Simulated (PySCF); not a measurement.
butadiene (C4H6), SMILES C=CC=C. Heavy atoms are numbered as in [CH2:1]=[CH:2][CH:3]=[CH2:4]. Hydrogens are named by the atom that carries them.

Geometry optimised at r2SCAN-D4/def2-SVP. The values are those of a single conformer.

These are PBE0/pcSseg-1 run with PySCF values and carry that method's errors.

GIAO shieldings, no solvent; atoms alike by connectivity are averaged. δ = σ(ref) − σ: ¹³C against TMS (σ = 186.3 ppm); ¹H against TMS (σ = 31.56 ppm), references at their B3LYP-D3(BJ)/def2-TZVP geometries, non-relativistic.

```
atoms     nucleus  count  δ (ppm)
--------  -------  -----  -------
C2 (CH)       ¹³C      2        …
C1 (CH2)      ¹³C      2    128.7
H on C2        ¹H      2        …
H on C1        ¹H      4     5.78
```

Question: What belongs in the gaps? (The exact figures need the calculation; the answer reports its results.)

Answer: 
- H on C2, δ (ppm): 6.81
- C2 (CH), δ (ppm): 149.1
